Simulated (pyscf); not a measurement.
Structures and frequencies: ωB97X-D3(BJ)/def2-SVP in PySCF. MP2 and CC: frozen core, UHF for open shells. ΔMP2 is the change of the MP2 total energy from the triple- to the quadruple-zeta basis.

Estimate the classical barrier height and the reaction energy of H₂C=CH–F → H₃C–C:–F [singlet] at CCSD(T)/def2-TZVPP + ΔMP2(QZVPP). The step runs on the singlet surface, breaks C–H and forms C–H; take the reactant's lowest minimum found as zero.

ΔE‡ = 70.8 kcal/mol, ΔE = +52.9 kcal/mol. Zero-point energy shifts the barrier by -3.3 kcal/mol. It is a hydrogen shift, with an imaginary mode of 1357i cm⁻¹. This is the saddle that the search found; another between the same sides may lie lower. The CCSD(T) − MP2 part came from Ansatz, without density fitting, on the same reference.
